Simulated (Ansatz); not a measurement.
The same path of C$_{2}$H$_{4}$OS (8 atoms, charge 0, multiplicity 1) was run 3 times with different band settings. Lost on the way: C2–H8, O3–S4. Made: S4–H8.

Method: Ansatz 0.2.0, UKS PBE/def2-SVP.

Relaxed end points:

```xyz
8
Properties=species:S:1:pos:R:3
C 0.132 0.738 -0.453
C -0.332 -0.440 0.358
O 0.498 -0.882 1.387
S 0.385 -2.077 0.075
H -0.044 1.675 0.118
H -0.434 0.811 -1.404
H 1.213 0.651 -0.675
H -1.418 -0.475 0.594
```

```xyz
8
Properties=species:S:1:pos:R:3
C 0.151 0.790 -0.282
C 0.160 -0.301 0.772
O 0.573 -0.162 1.901
S -0.507 -1.923 0.263
H 0.577 1.711 0.159
H -0.883 0.987 -0.631
H 0.752 0.486 -1.163
H -0.824 -1.588 -1.020
```

Common settings: climbing image yes; optimiser quadratic models (default); start path through a guess of the saddle point; force threshold 0.03 eV/Å; iteration limit 60; end points relaxed.

| run | movable images | spring |
| --- | --- | --- |
| 1 | 7 | 5.0 eV/Å² |
| 2 | 7 | 20.0 eV/Å² |
| 3 | 1 | 5.0 eV/Å² |

**Question.** What does each run give, and how far can it be trusted?

**Answer.** Run 1: converged after 29 iterations, highest image 2.948 eV above the first end. The profile has 2 maxima (images 2, 6) with wells between them (image 4): this band takes more than one step, which may be the mechanism or a detour left from its start path. Neighbouring images differ by up to 3.5 eV, so the band resolves the path poorly. A vibrational analysis at the climbing image gives one clearly imaginary mode, 577i cm⁻¹: a first-order saddle point.
Run 2: converged after 24 iterations, highest image 2.948 eV above the first end. The profile has 2 maxima (images 2, 6) with wells between them (image 4): this band takes more than one step, which may be the mechanism or a detour left from its start path. Neighbouring images differ by up to 3.5 eV, so the band resolves the path poorly. Another band between the same ends (7 images) ends at a top of the same energy, where a vibrational analysis finds 1 clearly imaginary mode.
Run 3: converged after 19 iterations, highest image 0.129 eV above the first end. Neighbouring images differ by up to 1.9 eV, so the band resolves the path poorly. The order of the stationary point at the top wasn't checked. A band with more images between the same ends climbed to 2.95 eV, so this one has probably stepped over the top. So few images can step over the top or miss a turn of the path.
The orbitals stay closed-shell, which can raise the energy where a bond breaks towards radicals; this wasn't checked here.
